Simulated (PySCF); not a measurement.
Results of G0W0@Hartree–Fock (GTH pseudopotentials, Gaussian basis, analytic continuation; PySCF) for rock-salt NaF.

The same calculation (at the measured cell, 12.430 Å³/atom) with different numerical settings; throughout: k mesh 2×2×2:

```
run  basis  gap over the k-points evaluated (eV)   rough time
---  -----  ------------------------------------  -----------
1       DZ                                13.831    70 core-s
2       TZ                                13.668   5 core-min
3       QZ                                13.663  20 core-min
```

In the column gap over the k-points evaluated (eV) the first row differs from the last by +0.168 and the next to last by +0.005.

The last row is no converged limit: other settings stay fixed.
